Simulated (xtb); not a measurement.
methanethiol (CH4S), SMILES CS. All values are semi-empirical tight-binding results from xtb (GFN2-xTB unless named), good for trends rather than for accurate numbers. Geometry optimised at GFN2-xTB.

```
Quantity                                        Value
--------------------------------------  -------------
point group as xtb finds it                        Cs
orbital gap                                   4.57 eV
zero-point energy                       27.9 kcal/mol
G − E(el) at 298.15 K (modified RRHO)   12.7 kcal/mol
static polarisability (D4 model)           36.3 bohr³
solvation energy, GFN2-xTB/ALPB(water)  -0.7 kcal/mol
solvation energy, GFN2-xTB/ALPB(thf)    -3.8 kcal/mol
```
